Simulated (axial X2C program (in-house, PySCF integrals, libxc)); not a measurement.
# PSi⁺: properties at the nuclei

Aim: properties at the nuclei of PSi⁺, with spin–orbit coupling in the Hamiltonian from the start.

Method: two-component X2C with atomic mean-field terms, P dyall-v3z, Si dyall-v3z; program: an in-house X2C program for linear molecules on PySCF integrals.

All values are calculated.

**1. The job**

File task.json:

```json
{
 "zs": [
  15,
  14
 ],
 "q": 1,
 "bas": [
  "dyall-v3z",
  "dyall-v3z"
 ],
 "r0": 2.09,
 "levels": [
  "PBE0",
  "HF",
  "LDA",
  "BP86",
  "TPSSh"
 ],
 "nst": 3
}
```

Keys: zs atomic numbers; q charge; bas basis sets; r0 starting distance in Å; levels methods (HF also brings MP2); nst determinants followed.

Started as:

```console
> python soeom.py task.json out
```

Nuclei are Gaussian, cores are contracted, and the Gaunt term is on.

**2. Expectation values, lowest determinant**

R = 2.231 Å. State: Ω = 1 (excess of +ω over −ω: ω = -1/2, ω = 3/2).

Output of the PBE0 run:

```text
two-component X2C + atomic mean field  PBE0
basis functions 92  fitting functions 591  grid points 4360
iter        total energy     max residual
   1       -631.564391573     1.42e-05
   2       -631.564391583     9.65e-06
   3       -631.564391587     8.01e-06
   4       -631.564391591     3.94e-06
   5       -631.564391592     5.02e-07
converged
one-electron -966.12641719  Coulomb 328.53177184  exact exchange -10.70170453  xc functional -32.99395100  nuclear repulsion 49.81049498  atomic mean-field constant -0.08458568
```

The highest occupied spinor is 43% P p, 39% Si p, 12% Si s.

```
level  Eeff magnitude (GV/cm)  Ws magnitude P (kHz)  A∥/gI P (MHz)  qzz P (a.u.)  A∥/gI Si (MHz)  qzz Si (a.u.)
 PBE0                  0.0151                0.0082           -142         -2.04           -28.4          -2.14
   HF                   0.111               0.00844           -103         -1.63           -54.1          -2.42
  LDA                 0.00543               0.00407           -131         -2.21           -31.3          -2.04
 BP86                 0.00954               0.00651           -135         -2.16           -30.2          -2.04
TPSSh                  0.0137               0.00889          -94.2         -2.06           -8.71          -2.10
```

Eeff is the effective electric field on the electron dipole moment in this Ω state and Ws the scalar–pseudoscalar constant (defined with the proton number Z and per Ω); A∥ is the parallel hyperfine constant, which follows by multiplying with the nuclear g factor gI = μI/(I μN); qzz is the electric field gradient, eQq0 = 234.96 MHz × Q/barn × qzz. The operators were transformed with the bare-nucleus X2C matrices.

**3. Expectation values, a higher determinant**

R = 2.231 Å. State: Ω = 2 (excess of +ω over −ω: ω = 1/2, ω = 3/2), 0.63 eV above the lowest in the PBE0 search for states (made at or near this distance, with looser thresholds).

Output of the PBE0 run:

```text
two-component X2C + atomic mean field  PBE0
basis functions 92  fitting functions 591  grid points 4360
iter        total energy     max residual
   1       -631.541083238     8.00e-06
   2       -631.541083239     1.26e-05
   3       -631.541083241     3.51e-06
   4       -631.541083242     2.99e-06
converged
one-electron -965.80604242  Coulomb 328.18034226  exact exchange -10.68397302  xc functional -32.95731936  nuclear repulsion 49.81049498  atomic mean-field constant -0.08458568
```

The highest occupied spinor is 52% P p, 42% Si p, 3% Si d.

```
level  Eeff magnitude (GV/cm)  Ws magnitude P (kHz)  A∥/gI P (MHz)  qzz P (a.u.)  A∥/gI Si (MHz)  qzz Si (a.u.)
 PBE0                  0.0169                0.0265           92.7          0.64             105          -0.52
   HF                  0.0272                0.0337          -8.57          0.65             113          -0.38
  LDA                  0.0252                0.0228            142          0.53             133          -0.42
 BP86                  0.0239                0.0235            126          0.55             121          -0.43
TPSSh                  0.0197                0.0265            116          0.61             115          -0.49
```

**4. Expectation values, a higher determinant**

R = 2.231 Å. State: Ω = 0 (closed shell), 0.83 eV above the lowest in the PBE0 search for states (made at or near this distance, with looser thresholds).

Output of the PBE0 run:

```text
two-component X2C + atomic mean field  PBE0
basis functions 92  fitting functions 591  grid points 4360
iter        total energy     max residual
   1       -631.534061948     6.82e-05
   2       -631.534061828     1.16e-04
   3       -631.534062039     6.50e-06
   4       -631.534062041     1.42e-06
converged
one-electron -966.04922801  Coulomb 328.44288298  exact exchange -10.68880191  xc functional -32.96482440  nuclear repulsion 49.81049498  atomic mean-field constant -0.08458568
```

The highest occupied spinor is 43% P p, 38% Si p, 14% Si s.

```
level  qzz P (a.u.)  qzz Si (a.u.)
 PBE0         -2.24          -1.99
   HF         -2.06          -2.25
  LDA         -2.37          -1.92
 BP86         -2.33          -1.91
TPSSh         -2.28          -1.93
```

**5. Outcome**

| quantity | value |
| --- | --- |
| lowest determinant | Ω = 1 (excess of +ω over −ω: ω = -1/2, ω = 3/2) |
| Eeff magnitude (GV/cm), PBE0 | 0.0151 |
| Ws magnitude P (kHz), PBE0 | 0.0082 |
| A∥/gI P (MHz), PBE0 | -142 |
| qzz P (a.u.), PBE0 | -2.04 |
| higher determinant | Ω = 2 (excess of +ω over −ω: ω = 1/2, ω = 3/2) |
| Eeff magnitude (GV/cm), PBE0, higher determinant | 0.0169 |
| Ws magnitude P (kHz), PBE0, higher determinant | 0.0265 |
| A∥/gI P (MHz), PBE0, higher determinant | 92.7 |
| qzz P (a.u.), PBE0, higher determinant | 0.64 |
| higher determinant | Ω = 0 (closed shell) |
| qzz P (a.u.), PBE0, higher determinant | -2.24 |
| qzz Si (a.u.), PBE0, higher determinant | -1.99 |

What this shows: In the first state, the effective field runs from 0.00543 to 0.111 GV/cm over the mean-field levels, so the levels don't agree on it. The expectation values come from single determinants, which for open shells can mix terms of unlike spin or miss the lowest Ω, so a determinant need not be a state. Eeff is the effective electric field on the electron dipole moment in this Ω state and Ws the scalar–pseudoscalar constant (defined with the proton number Z and per Ω); A∥ is the parallel hyperfine constant, which follows by multiplying with the nuclear g factor gI = μI/(I μN); qzz is the electric field gradient, eQq0 = 234.96 MHz × Q/barn × qzz. The operators were transformed with the bare-nucleus X2C matrices.
